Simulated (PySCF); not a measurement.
Homolysis of single bonds, series Si Br-NH2. Gas-phase values, no solvent. One relaxed conformer stands for each flexible species; it need not be the lowest. Strings in code marks are SMILES.

The highest occupied spin orbital from two functionals at the same geometries (B3LYP-D3(BJ)/def2-TZVP), both in PySCF: PBE-D3(BJ)/def2-TZVP and B3LYP-D3(BJ)/def2-TZVP. B3LYP has the VWN-RPA correlation part, as in Gaussian. 

```csv
species,PBE-D3(BJ)/def2-TZVP (eV),B3LYP-D3(BJ)/def2-TZVP (eV)
radical fragment (`[Br]`),-7.43,-8.51
radical fragment (`[NH2]`),-7.05,-8.43
radical fragment (`N[Si](Br)Br`),-5.04,-5.94
radical fragment (`[Si](N)(N)N`),-3.44,-4.38
```

Over these rows, drawn at random from the members with no instability flagged (it was tested for open shells, ions and some series alone), PBE minus B3LYP-D3(BJ): mean +1.08 eV, from +0.90 eV to +1.38 eV.
